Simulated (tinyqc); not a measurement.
UHF in the sto-6g basis, for H2O+, spin multiplicity 2, step by step (part 1 of 2). Computed by tinyqc, a small Python program that keeps every step (integrals from PySCF). Settings: charge = 1, multiplicity = 2, basis = sto-6g, energy threshold = 1e-08, iteration cap = 84, orthogonalisation = canonical, start = core, DIIS depth = 0, method = UHF. Command: `OMP_NUM_THREADS=1 python tinyqc.py 25666 25667 out.jsonl` (the two numbers bound the seeds that draw the settings). One thread of a shared host (Intel(R) Xeon(R) Processor @ 2.60GHz), about 0.2 s of CPU time with the checks. Later iterations appear only in the table of the cycle.

## One-electron integrals

Geometry (angstrom):
```
atom        x         y        z
O     0.00000   0.00000  0.00000
H     0.00000   1.06800  0.88400
H     0.00000  -1.06800  0.88400
```

Basis sto-6g: exponents (1/bohr^2) and contraction coefficients of normalised primitives:
```
element  l (shell)    exponent  coefficient
O            s (1)  1355.58423      0.00916
O            s (1)   248.54489      0.04936
O            s (1)    69.53390      0.16854
O            s (1)    23.88677      0.37056
O            s (1)     9.27593      0.41649
O            s (1)     3.82034      0.13033
O            s (2)    52.18776     -0.01325
O            s (2)    10.32932     -0.04699
O            s (2)     3.21034     -0.03379
O            s (2)     1.23514      0.25024
O            s (2)     0.53642      0.59512
O            s (2)     0.24588      0.24071
O            p (3)    52.18776      0.00376
O            p (3)    10.32932      0.03768
O            p (3)     3.21034      0.17390
O            p (3)     1.23514      0.41804
O            p (3)     0.53642      0.42586
O            p (3)     0.24588      0.10171
H            s (1)    35.52322      0.00916
H            s (1)     6.51314      0.04936
H            s (1)     1.82214      0.16854
H            s (1)     0.62596      0.37056
H            s (1)     0.24308      0.41649
H            s (1)     0.10011      0.13033
```

Overlap, kinetic and nuclear-attraction integrals over the contracted functions; the nuclear repulsion is the sum of Za Zb / Rab.

nuclear repulsion = 6.3548471 hartree

overlap S:
```
          1O 1s    1O 2s   1O 2px    1O 2py   1O 2pz    2H 1s     3H 1s
1O 1s   1.00000  0.23114  0.00000   0.00000  0.00000  0.02057   0.02057
1O 2s   0.23114  1.00000  0.00000   0.00000  0.00000  0.24564   0.24564
1O 2px  0.00000  0.00000  1.00000   0.00000  0.00000  0.00000   0.00000
1O 2py  0.00000  0.00000  0.00000   1.00000  0.00000  0.18046  -0.18046
1O 2pz  0.00000  0.00000  0.00000   0.00000  1.00000  0.14937   0.14937
2H 1s   0.02057  0.24564  0.00000   0.18046  0.14937  1.00000   0.09621
3H 1s   0.02057  0.24564  0.00000  -0.18046  0.14937  0.09621   1.00000
```

kinetic energy T (hartree):
```
           1O 1s     1O 2s   1O 2px    1O 2py   1O 2pz     2H 1s     3H 1s
1O 1s   29.32720  -0.89602  0.00000   0.00000  0.00000  -0.00585  -0.00585
1O 2s   -0.89602   0.84262  0.00000   0.00000  0.00000   0.00554   0.00554
1O 2px   0.00000   0.00000  2.53131   0.00000  0.00000   0.00000   0.00000
1O 2py   0.00000   0.00000  0.00000   2.53131  0.00000   0.04944  -0.04944
1O 2pz   0.00000   0.00000  0.00000   0.00000  2.53131   0.04093   0.04093
2H 1s   -0.00585   0.00554  0.00000   0.04944  0.04093   0.76852  -0.01213
3H 1s   -0.00585   0.00554  0.00000  -0.04944  0.04093  -0.01213   0.76852
```

nuclear attraction V (hartree):
```
            1O 1s     1O 2s    1O 2px    1O 2py    1O 2pz     2H 1s     3H 1s
1O 1s   -62.02170  -6.32773   0.00000   0.00000  -0.00998  -0.64119  -0.64119
1O 2s    -6.32773  -9.76308   0.00000   0.00000  -0.11845  -1.70956  -1.70956
1O 2px    0.00000   0.00000  -9.73041   0.00000   0.00000   0.00000   0.00000
1O 2py    0.00000   0.00000   0.00000  -9.78786   0.00000  -1.09471   1.09471
1O 2pz   -0.00998  -0.11845   0.00000   0.00000  -9.76977  -0.92791  -0.92791
2H 1s    -0.64119  -1.70956   0.00000  -1.09471  -0.92791  -4.52122  -0.47436
3H 1s    -0.64119  -1.70956   0.00000   1.09471  -0.92791  -0.47436  -4.52122
```

core Hamiltonian H = T + V (hartree):
```
            1O 1s     1O 2s    1O 2px    1O 2py    1O 2pz     2H 1s     3H 1s
1O 1s   -32.69451  -7.22376   0.00000   0.00000  -0.00998  -0.64704  -0.64704
1O 2s    -7.22376  -8.92046   0.00000   0.00000  -0.11845  -1.70402  -1.70402
1O 2px    0.00000   0.00000  -7.19910   0.00000   0.00000   0.00000   0.00000
1O 2py    0.00000   0.00000   0.00000  -7.25655   0.00000  -1.04527   1.04527
1O 2pz   -0.00998  -0.11845   0.00000   0.00000  -7.23846  -0.88699  -0.88699
2H 1s    -0.64704  -1.70402   0.00000  -1.04527  -0.88699  -3.75270  -0.48649
3H 1s    -0.64704  -1.70402   0.00000   1.04527  -0.88699  -0.48649  -3.75270
```

## Two-electron integrals

Functions are numbered as in S; the eight-fold symmetry (ij|kl) = (ji|kl) = (kl|ij) leaves the list below.

Two-electron integrals (ij|kl) in chemists' order, unique and non-zero (hartree):
```
(11|11) 4.78749    (21|11) 0.67588    (21|21) 0.12150    (22|11) 1.11738
(22|21) 0.24921    (22|22) 0.81738    (31|31) 0.02576    (32|31) 0.03914
(32|32) 0.18066    (33|11) 1.11738    (33|21) 0.24921    (33|22) 0.81738
(33|33) 0.88066    (41|41) 0.02576    (42|41) 0.03914    (42|42) 0.18066
(43|43) 0.04746    (44|11) 1.11738    (44|21) 0.24921    (44|22) 0.81738
(44|33) 0.78574    (44|44) 0.88066    (51|51) 0.02576    (52|51) 0.03914
(52|52) 0.18066    (53|53) 0.04746    (54|54) 0.04746    (55|11) 1.11738
(55|21) 0.24921    (55|22) 0.81738    (55|33) 0.78574    (55|44) 0.78574
(55|55) 0.88066    (61|11) 0.06380    (61|21) 0.01101    (61|22) 0.02215
(61|33) 0.02210    (61|41) 0.00042    (61|42) 0.00082    (61|44) 0.02218
(61|51) 0.00034    (61|52) 0.00068    (61|54) 0.00007    (61|55) 0.02216
(61|61) 0.00102    (62|11) 0.18309    (62|21) 0.04154    (62|22) 0.15455
(62|33) 0.15185    (62|41) 0.00257    (62|42) 0.02030    (62|44) 0.15665
(62|51) 0.00213    (62|52) 0.01680    (62|54) 0.00397    (62|55) 0.15514
(62|61) 0.00380    (62|62) 0.03937    (63|31) 0.00423    (63|32) 0.02502
(63|43) 0.00403    (63|53) 0.00333    (63|63) 0.00504    (64|11) 0.11240
(64|21) 0.02583    (64|22) 0.10228    (64|33) 0.09799    (64|41) 0.00555
(64|42) 0.03711    (64|44) 0.10891    (64|51) 0.00110    (64|52) 0.01001
(64|54) 0.00570    (64|55) 0.09995    (64|61) 0.00245    (64|62) 0.03163
(64|64) 0.03007    (65|11) 0.09304    (65|21) 0.02138    (65|22) 0.08466
(65|33) 0.08111    (65|41) 0.00110    (65|42) 0.01001    (65|44) 0.08348
(65|51) 0.00514    (65|52) 0.03330    (65|54) 0.00599    (65|55) 0.08940
(65|61) 0.00203    (65|62) 0.02618    (65|64) 0.02072    (65|65) 0.02219
(66|11) 0.37915    (66|21) 0.08756    (66|22) 0.37426    (66|33) 0.36187
(66|41) 0.00573    (66|42) 0.06434    (66|44) 0.38392    (66|51) 0.00474
(66|52) 0.05326    (66|54) 0.01825    (66|55) 0.37698    (66|61) 0.00804
(66|62) 0.13205    (66|64) 0.12026    (66|65) 0.09954    (66|66) 0.77500
(71|11) 0.06380    (71|21) 0.01101    (71|22) 0.02215    (71|33) 0.02210
(71|41) -0.00042   (71|42) -0.00082   (71|44) 0.02218    (71|51) 0.00034
(71|52) 0.00068    (71|54) -0.00007   (71|55) 0.02216    (71|61) 0.00100
(71|62) 0.00367    (71|64) 0.00219    (71|65) 0.00196    (71|66) 0.00774
(71|71) 0.00102    (72|11) 0.18309    (72|21) 0.04154    (72|22) 0.15455
(72|33) 0.15185    (72|41) -0.00257   (72|42) -0.02030   (72|44) 0.15665
(72|51) 0.00213    (72|52) 0.01680    (72|54) -0.00397   (72|55) 0.15514
(72|61) 0.00367    (72|62) 0.03042    (72|64) 0.01731    (72|65) 0.01970
(72|66) 0.08040    (72|71) 0.00380    (72|72) 0.03937    (73|31) 0.00423
(73|32) 0.02502    (73|43) -0.00403   (73|53) 0.00333    (73|63) 0.00372
(73|73) 0.00504    (74|11) -0.11240   (74|21) -0.02583   (74|22) -0.10228
(74|33) -0.09799   (74|41) 0.00555    (74|42) 0.03711    (74|44) -0.10891
(74|51) -0.00110   (74|52) -0.01001   (74|54) 0.00570    (74|55) -0.09995
(74|61) -0.00219   (74|62) -0.01731   (74|64) -0.00654   (74|65) -0.01103
(74|66) -0.04387   (74|71) -0.00245   (74|72) -0.03163   (74|74) 0.03007
(75|11) 0.09304    (75|21) 0.02138    (75|22) 0.08466    (75|33) 0.08111
(75|41) -0.00110   (75|42) -0.01001   (75|44) 0.08348    (75|51) 0.00514
(75|52) 0.03330    (75|54) -0.00599   (75|55) 0.08940    (75|61) 0.00196
(75|62) 0.01970    (75|64) 0.01103    (75|65) 0.01624    (75|66) 0.05607
(75|71) 0.00203    (75|72) 0.02618    (75|74) -0.02072   (75|75) 0.02219
(76|11) 0.04672    (76|21) 0.01073    (76|22) 0.04392    (76|33) 0.04288
(76|44) 0.04360    (76|51) 0.00081    (76|52) 0.00787    (76|55) 0.04528
(76|61) 0.00097    (76|62) 0.01149    (76|64) 0.00812    (76|65) 0.00861
(76|66) 0.04315    (76|71) 0.00097    (76|72) 0.01149    (76|74) -0.00812
(76|75) 0.00861    (76|76) 0.00457    (77|11) 0.37915    (77|21) 0.08756
(77|22) 0.37426    (77|33) 0.36187    (77|41) -0.00573   (77|42) -0.06434
(77|44) 0.38392    (77|51) 0.00474    (77|52) 0.05326    (77|54) -0.01825
(77|55) 0.37698    (77|61) 0.00774    (77|62) 0.08040    (77|64) 0.04387
(77|65) 0.05607    (77|66) 0.24721    (77|71) 0.00804    (77|72) 0.13205
(77|74) -0.12026   (77|75) 0.09954    (77|76) 0.04315    (77|77) 0.77500
```

## Orthogonalisation

S = U s U^T; canonical form X = U s^(-1/2), so that X^T S X = 1. Each column of U has its largest component positive (the first on a tie).

eigenvalues of S: 0.59119  0.69219  0.89126  1.00000  1.10551  1.21159  1.50825

X:
```
               1         2         3        4         5         6        7
1O 1s   -0.44843   0.00000   0.66324  0.00000  -0.59445   0.00000  0.25543
1O 2s    0.88689   0.00000  -0.26702  0.00000  -0.30930   0.00000  0.49239
1O 2px   0.00000   0.00000   0.00000  1.00000   0.00000   0.00000  0.00000
1O 2py   0.00000   0.76716   0.00000  0.00000   0.00000   0.69937  0.00000
1O 2pz   0.38512   0.00000   0.69488  0.00000   0.60379   0.00000  0.22877
2H 1s   -0.52702  -0.65427  -0.25295  0.00000   0.21326   0.41002  0.38922
3H 1s   -0.52702   0.65427  -0.25295  0.00000   0.21326  -0.41002  0.38922
```

## Starting guess

The start is the orbitals of the core Hamiltonian; D(s) = C_occ C_occ^T for each spin.

D(alpha) at the start:
```
           1O 1s     1O 2s   1O 2px    1O 2py    1O 2pz     2H 1s     3H 1s
1O 1s    1.05885  -0.25821  0.00000   0.00000  -0.00870   0.02134   0.02134
1O 2s   -0.25821   1.13118  0.00000   0.00000   0.04826  -0.08918  -0.08918
1O 2px   0.00000   0.00000  1.00000   0.00000   0.00000   0.00000   0.00000
1O 2py   0.00000   0.00000  0.00000   1.04922   0.00000  -0.08572   0.08572
1O 2pz  -0.00870   0.04826  0.00000   0.00000   1.03061  -0.06490  -0.06490
2H 1s    0.02134  -0.08918  0.00000  -0.08572  -0.06490   0.01766   0.00366
3H 1s    0.02134  -0.08918  0.00000   0.08572  -0.06490   0.00366   0.01766
```

D(beta) at the start:
```
           1O 1s     1O 2s   1O 2px    1O 2py    1O 2pz     2H 1s     3H 1s
1O 1s    1.05885  -0.25821  0.00000   0.00000  -0.00870   0.02134   0.02134
1O 2s   -0.25821   1.13118  0.00000   0.00000   0.04826  -0.08918  -0.08918
1O 2px   0.00000   0.00000  0.00000   0.00000   0.00000   0.00000   0.00000
1O 2py   0.00000   0.00000  0.00000   1.04922   0.00000  -0.08572   0.08572
1O 2pz  -0.00870   0.04826  0.00000   0.00000   1.03061  -0.06490  -0.06490
2H 1s    0.02134  -0.08918  0.00000  -0.08572  -0.06490   0.01766   0.00366
3H 1s    0.02134  -0.08918  0.00000   0.08572  -0.06490   0.00366   0.01766
```

## Iteration 1: building the Fock matrix

J_ij = sum D_kl (ij|kl) with D = D(alpha) + D(beta), K_ij = sum D_kl (ik|jl) for each spin; F = H + J - K(s); E = tr D H + tr D J / 2 - 0.5 sum_s tr D(s) K(s) + E_nn.

Coulomb J (hartree):
```
           1O 1s    1O 2s   1O 2px    1O 2py   1O 2pz    2H 1s     3H 1s
1O 1s   17.51596  3.10526  0.00000   0.00000  0.00213  0.28373   0.28373
1O 2s    3.10526  7.98201  0.00000   0.00000  0.00137  1.45269   1.45269
1O 2px   0.00000  0.00000  7.91948   0.00000  0.00000  0.00000   0.00000
1O 2py   0.00000  0.00000  0.00000   8.01320  0.00000  0.94526  -0.94526
1O 2pz   0.00213  0.00137  0.00000   0.00000  8.01334  0.78201   0.78201
2H 1s    0.28373  1.45269  0.00000   0.94526  0.78201  3.37947   0.40145
3H 1s    0.28373  1.45269  0.00000  -0.94526  0.78201  0.40145   3.37947
```

exchange K(alpha) (hartree):
```
          1O 1s    1O 2s   1O 2px    1O 2py   1O 2pz    2H 1s     3H 1s
1O 1s   4.93831  0.79437  0.00000   0.00000  0.00037  0.07886   0.07886
1O 2s   0.79437  1.41969  0.00000   0.00000  0.00278  0.22093   0.22093
1O 2px  0.00000  0.00000  1.18020   0.00000  0.00000  0.00000   0.00000
1O 2py  0.00000  0.00000  0.00000   1.18124  0.00000  0.10849  -0.10849
1O 2pz  0.00037  0.00278  0.00000   0.00000  1.18051  0.08947   0.08947
2H 1s   0.07886  0.22093  0.00000   0.10849  0.08947  0.06121   0.03320
3H 1s   0.07886  0.22093  0.00000  -0.10849  0.08947  0.03320   0.06121
```

exchange K(beta) (hartree):
```
          1O 1s    1O 2s   1O 2px    1O 2py   1O 2pz    2H 1s     3H 1s
1O 1s   4.91255  0.75523  0.00000   0.00000  0.00037  0.07463   0.07463
1O 2s   0.75523  1.23902  0.00000   0.00000  0.00278  0.19591   0.19591
1O 2px  0.00000  0.00000  0.29953   0.00000  0.00000  0.00000   0.00000
1O 2py  0.00000  0.00000  0.00000   1.13378  0.00000  0.10446  -0.10446
1O 2pz  0.00037  0.00278  0.00000   0.00000  1.13305  0.08613   0.08613
2H 1s   0.07463  0.19591  0.00000   0.10446  0.08613  0.05617   0.02947
3H 1s   0.07463  0.19591  0.00000  -0.10446  0.08613  0.02947   0.05617
```

F(alpha) (hartree):
```
            1O 1s     1O 2s    1O 2px    1O 2py    1O 2pz     2H 1s     3H 1s
1O 1s   -20.11686  -4.91288   0.00000   0.00000  -0.00822  -0.44216  -0.44216
1O 2s    -4.91288  -2.35814   0.00000   0.00000  -0.11986  -0.47226  -0.47226
1O 2px    0.00000   0.00000  -0.45981   0.00000   0.00000   0.00000   0.00000
1O 2py    0.00000   0.00000   0.00000  -0.42459   0.00000  -0.20850   0.20850
1O 2pz   -0.00822  -0.11986   0.00000   0.00000  -0.40563  -0.19444  -0.19444
2H 1s    -0.44216  -0.47226   0.00000  -0.20850  -0.19444  -0.43444  -0.11824
3H 1s    -0.44216  -0.47226   0.00000   0.20850  -0.19444  -0.11824  -0.43444
```

F(beta) (hartree):
```
            1O 1s     1O 2s   1O 2px    1O 2py    1O 2pz     2H 1s     3H 1s
1O 1s   -20.09110  -4.87373  0.00000   0.00000  -0.00822  -0.43794  -0.43794
1O 2s    -4.87373  -2.17747  0.00000   0.00000  -0.11986  -0.44725  -0.44725
1O 2px    0.00000   0.00000  0.42085   0.00000   0.00000   0.00000   0.00000
1O 2py    0.00000   0.00000  0.00000  -0.37713   0.00000  -0.20447   0.20447
1O 2pz   -0.00822  -0.11986  0.00000   0.00000  -0.35817  -0.19111  -0.19111
2H 1s    -0.43794  -0.44725  0.00000  -0.20447  -0.19111  -0.42939  -0.11452
3H 1s    -0.43794  -0.44725  0.00000   0.20447  -0.19111  -0.11452  -0.42939
```

total energy of this density = -74.4530058 hartree

## Iteration 1: diagonalisation and new density

Diagonalise F' = X^T F X, C = X C', fill 5 alpha and 4 beta electrons from the bottom; D(s) = C_occ C_occ^T. Each column has its largest component positive (the first on a tie).

F' = X^T F X (alpha) (hartree):
```
          1         2         3         4         5         6         7
1  -1.81577   0.00000   3.21454   0.00000  -3.25615   0.00000   1.57133
2   0.00000  -0.10198   0.00000   0.00000   0.00000   0.00149   0.00000
3   3.21454   0.00000  -7.20106   0.00000   7.62286   0.00000  -4.39743
4   0.00000   0.00000   0.00000  -0.45981   0.00000   0.00000   0.00000
5  -3.25615   0.00000   7.62286   0.00000  -9.03974   0.00000   5.12539
6   0.00000   0.00149   0.00000   0.00000   0.00000  -0.55315   0.00000
7   1.57133   0.00000  -4.39743   0.00000   5.12539   0.00000  -3.94384
```

orbital energies (alpha) (hartree): MO1 -20.12090, MO2 -1.25113, MO3 -0.55315, MO4 -0.47122, MO5 -0.45981, MO6 -0.15716, MO7 -0.10198

coefficients C (alpha):
```
             MO1       MO2       MO3       MO4      MO5       MO6       MO7
1O 1s    0.99634  -0.24146   0.00000   0.07718  0.00000  -0.05151   0.00000
1O 2s    0.01577   0.97160   0.00000  -0.38444  0.00000   0.32241   0.00000
1O 2px   0.00000   0.00000   0.00000   0.00000  1.00000   0.00000   0.00000
1O 2py   0.00000   0.00000   0.69684   0.00000  0.00000   0.00000   0.76946
1O 2pz   0.00111   0.13672   0.00000   0.72648  0.00000   0.70824   0.00000
2H 1s   -0.00211   0.07417   0.41217   0.37522  0.00000  -0.62643  -0.65292
3H 1s   -0.00211   0.07417  -0.41217   0.37522  0.00000  -0.62643   0.65292
```

F' = X^T F X (beta) (hartree):
```
          1         2         3        4         5         6         7
1  -1.73319   0.00000   3.19757  0.00000  -3.28710   0.00000   1.64995
2   0.00000  -0.08100   0.00000  0.00000   0.00000   0.02509   0.00000
3   3.19757   0.00000  -7.16509  0.00000   7.64827   0.00000  -4.40926
4   0.00000   0.00000   0.00000  0.42085   0.00000   0.00000   0.00000
5  -3.28710   0.00000   7.64827  0.00000  -8.98788   0.00000   5.08705
6   0.00000   0.02509   0.00000  0.00000   0.00000  -0.52487   0.00000
7   1.64995   0.00000  -4.40926  0.00000   5.08705   0.00000  -3.86133
```

orbital energies (beta) (hartree): MO1 -20.09416, MO2 -1.09254, MO3 -0.52628, MO4 -0.42781, MO5 -0.13298, MO6 -0.07959, MO7 0.42085

coefficients C (beta):
```
             MO1       MO2       MO3       MO4       MO5       MO6      MO7
1O 1s    0.99683  -0.23298   0.00000   0.09359  -0.05368   0.00000  0.00000
1O 2s    0.01368   0.93683   0.00000  -0.45841   0.32866   0.00000  0.00000
1O 2px   0.00000   0.00000   0.00000   0.00000   0.00000   0.00000  1.00000
1O 2py   0.00000   0.00000   0.65511   0.00000   0.00000   0.80529  0.00000
1O 2pz   0.00102   0.15905   0.00000   0.68187   0.74688   0.00000  0.00000
2H 1s   -0.00185   0.11507   0.44618   0.39961  -0.60480  -0.63017  0.00000
3H 1s   -0.00185   0.11507  -0.44618   0.39961  -0.60480   0.63017  0.00000
```

D(alpha) after iteration 1:
```
           1O 1s     1O 2s   1O 2px    1O 2py    1O 2pz     2H 1s     3H 1s
1O 1s    1.05694  -0.24856  0.00000   0.00000   0.02417   0.00895   0.00895
1O 2s   -0.24856   1.09205  0.00000   0.00000  -0.14644  -0.07222  -0.07222
1O 2px   0.00000   0.00000  1.00000   0.00000   0.00000   0.00000   0.00000
1O 2py   0.00000   0.00000  0.00000   0.48559   0.00000   0.28722  -0.28722
1O 2pz   0.02417  -0.14644  0.00000   0.00000   0.54647   0.28273   0.28273
2H 1s    0.00895  -0.07222  0.00000   0.28722   0.28273   0.31619  -0.02359
3H 1s    0.00895  -0.07222  0.00000  -0.28722   0.28273  -0.02359   0.31619
```

D(beta) after iteration 1:
```
           1O 1s     1O 2s   1O 2px    1O 2py    1O 2pz     2H 1s     3H 1s
1O 1s    1.05672  -0.24753  0.00000   0.00000   0.02778   0.00875   0.00875
1O 2s   -0.24753   1.08798  0.00000   0.00000  -0.16356  -0.07541  -0.07541
1O 2px   0.00000   0.00000  0.00000   0.00000   0.00000   0.00000   0.00000
1O 2py   0.00000   0.00000  0.00000   0.42917   0.00000   0.29230  -0.29230
1O 2pz   0.02778  -0.16356  0.00000   0.00000   0.49025   0.29078   0.29078
2H 1s    0.00875  -0.07541  0.00000   0.29230   0.29078   0.37200  -0.02614
3H 1s    0.00875  -0.07541  0.00000  -0.29230   0.29078  -0.02614   0.37200
```
